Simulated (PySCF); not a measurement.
Molecule: `InChI=1S/C3H5F/c1-2-3-4/h2-3H,1H3/b3-2+`.

Atom-mapped SMILES (the numbers label the heavy atoms): `[CH3:1]/[CH:2]=[CH:3]/[F:4]`. Each H is labelled by its parent atom.

Geometry PBE0-D3(BJ)/def2-SVP throughout; GIAO in PySCF, gas phase, one conformer, non-relativistic; equivalent atoms averaged; functional PBE0.

Problem. How do the absolute shieldings σ depend on the basis set? (ppm; last column core-seconds on shared hosts with different chips, so compare them loosely)

Solution. 
```csv
basis set,functions,C3,C2,C1,F4,H(C3),H(C2),H(C1),core-s
STO-3G,25,112.6,140.7,214.2,321.3,27.16,28.01,31.34,2.2
6-31G,46,52.0,93.4,186.4,301.3,25.77,27.15,30.94,3.7
pcSseg-0,46,26.0,75.6,178.6,290.8,26.06,27.69,31.05,2.2
6-31G*,66,49.3,93.4,181.8,309.6,25.45,26.80,30.46,4.5
def2-SVP,81,45.1,88.7,182.2,311.9,25.07,26.15,29.93,4.7
cc-pVDZ,81,47.8,90.6,183.6,307.1,24.84,26.09,29.82,3.8
pcSseg-1,93,26.2,72.3,171.5,295.7,24.63,25.83,29.64,3.4
aug-cc-pVDZ,137,46.9,88.0,182.9,317.6,24.56,25.83,29.75,7
"6-311+G(2d,p)",138,30.8,75.0,174.7,306.6,24.81,26.01,29.96,9.4
def2-TZVP,154,29.4,74.7,174.1,303.8,24.78,26.01,29.91,10
IGLO-III,190,23.2,68.6,171.3,303.6,24.64,25.86,29.78,10
cc-pVTZ,190,31.1,76.5,174.8,301.6,24.67,25.87,29.71,11
pcSseg-2,214,22.2,68.1,171.2,302.4,24.53,25.69,29.64,14
```

Problem. Which nucleus moves most, in ppm?

Solution. C3 (alkene CH): from 22.2 ppm with pcSseg-2 to 112.6 ppm with STO-3G. The smallest spread is 1.71 ppm, at H(C1). Proton shifts span only some 12 ppm, so a few tenths of a ppm matter as much there as several ppm in carbon.

Problem. Taking the largest basis, pcSseg-2 (214 functions), as the yardstick, rank the others by their worst heavy-atom deviation.

Solution. IGLO-III 1.3 ppm (190 functions), pcSseg-1 6.7 ppm (93 functions), def2-TZVP 7.2 ppm (154 functions), 6-311+G(2d,p) 8.6 ppm (138 functions), cc-pVTZ 8.9 ppm (190 functions), pcSseg-0 11.6 ppm (46 functions), def2-SVP 22.9 ppm (81 functions), aug-cc-pVDZ 24.7 ppm (137 functions), cc-pVDZ 25.6 ppm (81 functions), 6-31G* 27.1 ppm (66 functions), 6-31G 29.7 ppm (46 functions), STO-3G 90.4 ppm (25 functions).

A small basis that lands close on one nucleus may do so by chance; judge by the trend and by all nuclei.
